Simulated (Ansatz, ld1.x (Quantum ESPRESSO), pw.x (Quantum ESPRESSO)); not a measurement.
# What a changed setting does to a pw.x run (bcc Mg)

Potential: norm-conserving Troullier–Martins (Kleinman–Bylander form), ld1.x (Quantum ESPRESSO) 7.5, PBEsol; core [Ne], reference 3s2 3p0; waves: 3s (bound): rc 1.85 bohr; 3p (bound, empty): rc 2.65 bohr; 3d channel at -0.1 Ry: rc 2.15 bohr; local part: all-electron potential smoothed inside 1.90 bohr (lloc = -1); core correction: Bessel-smoothed model core, default radius (core density twice the valence density).

The reference run (k-mesh 13³, cutoffs 50/200 Ry, Fermi–Dirac 0.01 Ry, mixing_beta 0.4, conv_thr 1e-9, no spin) gives -0.21 GPa at 22.446 Å³/atom, where all-electron LAPW gives 0.16 GPa. This run, with its own iteration cap, changes degauss to 0.02.

```
&control
  calculation='scf', prefix='x', pseudo_dir='./', outdir='./tmp', tstress=.true., disk_io='none'
/
&system
  ibrav=0, nat=1, ntyp=1, ecutwfc=50, ecutrho=200, nbnd=8,
  occupations='smearing', smearing='fd', degauss=0.02
/
&electrons
  conv_thr=1e-09, mixing_beta=0.4, electron_maxstep=60
/
ATOMIC_SPECIES
Mg 1.0 Mg.UPF
CELL_PARAMETERS angstrom
  -1.77702276 1.77702276 1.77702276
  1.77702276 -1.77702276 1.77702276
  1.77702276 1.77702276 -1.77702276
ATOMIC_POSITIONS crystal
Mg 0.0000 0.0000 0.0000
K_POINTS automatic
13 13 13 0 0 0
```

```bash
pw.x < Mg.scf.in > Mg.scf.out
```

**Question.** How does the run end?

**Answer.** It converges in 6 iterations; the free energy moves by -40.4 meV/atom and the pressure by +0.14 GPa. In a metal, with Fermi–Dirac smearing, F lies below its zero-width value by a term in the square of the width.

```
Message from routine setup:
     using ibrav=0 with symmetry is DISCOURAGED, use correct ibrav instead
     lattice parameter (alat)  =       5.8164  a.u.
     unit-cell volume          =     151.4731 (a.u.)^3
     number of electrons       =         2.00
     number of Kohn-Sham states=            8
     kinetic-energy cutoff     =      50.0000  Ry
     charge density cutoff     =     200.0000  Ry
     scf convergence threshold =      1.0E-09
     Exchange-correlation= PBESOL
     number of k points=    84  Fermi-Dirac smearing, width (Ry)=  0.0200
     iteration #  1     ecut=    50.00 Ry     beta= 0.40
     total energy              =      -5.29372437 Ry
     estimated scf accuracy    <       0.00403217 Ry
     iteration #  2     ecut=    50.00 Ry     beta= 0.40
     total energy              =      -5.29323941 Ry
     estimated scf accuracy    <       0.00136343 Ry
     iteration #  3     ecut=    50.00 Ry     beta= 0.40
     total energy              =      -5.29326675 Ry
     estimated scf accuracy    <       0.00000008 Ry
     iteration #  4     ecut=    50.00 Ry     beta= 0.40
     total energy              =      -5.29326742 Ry
     estimated scf accuracy    <       0.00000005 Ry
     iteration #  5     ecut=    50.00 Ry     beta= 0.40
     total energy              =      -5.29326742 Ry
     estimated scf accuracy    <          1.1E-09 Ry
     iteration #  6     ecut=    50.00 Ry     beta= 0.40
     the Fermi energy is     3.7194 ev
!    total energy              =      -5.29326742 Ry
     estimated scf accuracy    <          2.5E-12 Ry
     smearing contrib. (-TS)   =      -0.00770379 Ry
     The total energy is F=E-TS. E is the sum of the following terms:
     one-electron contribution =       1.32771544 Ry
     hartree contribution      =       0.00425185 Ry
     xc contribution           =      -4.45008607 Ry
     ewald contribution        =      -2.16744486 Ry
     convergence has been achieved in   6 iterations
          total   stress  (Ry/bohr**3)                   (kbar)     P=       -0.77
     Message from routine punch:
     Nothing written, as per user request (disk_io='none')
```

The run took about 6.7 s on one core of a shared host (Neoverse-V2, 96 threads, 371 GiB, load 58).
